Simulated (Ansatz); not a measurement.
**Rock-salt HfC**

Level of theory: PBEsol+SOC (Ansatz, a program for electronic structure, PAW).

Run with plane-wave cutoff 520 eV, 20×20×20 k mesh, Fermi–Dirac smearing 0.05 eV, PAW data made under PBE.

Cell: relaxed at this level.

| Item | Result |
|---|---|
| equilibrium volume per atom | 12.19 Å³/atom |
| bulk modulus B0 | 248 GPa |
| lattice constant a | 4.602 Å |
| band gap | none |
| pressure derivative B′ of the bulk modulus | 3.9 |

Measured, for comparison: equilibrium volume per atom 12.47 Å³/atom, lattice constant a 4.638 Å (temperature not stated, no zero-point or thermal correction; as tabulated in Zhang et al. (2018), doi:10.1088/1367-2630/aac7f0); bulk modulus 242 GPa (room temperature, no zero-point or thermal correction, our sources range from 242 to 286; as tabulated in Synthesis of Binary Transition Metal Nitrides, Carbides and Borides from the …). Computed (rounded) less measured: equilibrium volume per atom -2.2 %, bulk modulus not scored (sources differ), lattice constant a -0.8 %. A static lattice is as a rule a little smaller and stiffer than an uncorrected measurement, which narrows the difference in the lattice constant a and would widen misses of the other sign.

Computed values are for the static lattice.

Computing time: around 8 core-minutes (rough).
